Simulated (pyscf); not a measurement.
HO–P•–OH (SMILES O[P]O) + H₂ (SMILES [H][H]) -> •O–PH–OH (SMILES [O]PO) + H₂ (SMILES [H][H]) (concerted two-bond exchange; doublet surface; H–O, H–H broken, H–P, H–H formed). PySCF, gas phase, ωB97X-D3(BJ)/def2-SVP geometries. Energies in kcal/mol from the separated reactants.

```
level                   barrier  reaction energy
----------------------  -------  ---------------
ωB97X-D3(BJ)/def2-TZVP      [?]              [?]
PBE/def2-TZVP              36.4              0.0
r²SCAN/def2-TZVP           40.1             -1.2
B3LYP-D3(BJ)/def2-TZVP     44.8             +1.9
ωB97M-D3(BJ)/def2-TZVP     48.1             +4.2
HF/def2-TZVP                [?]             +6.6
```

Complete the blanks.


- ωB97X-D3(BJ)/def2-TZVP, barrier: 48.6
- ωB97X-D3(BJ)/def2-TZVP, reaction energy: +2.4
- HF/def2-TZVP, barrier: 73.5

The functionals in the table span 12.2 kcal/mol in this barrier, from PBE to ωB97X-D3(BJ)/def2-TZVP. One saddle was located; it need not be the lowest between these sides.
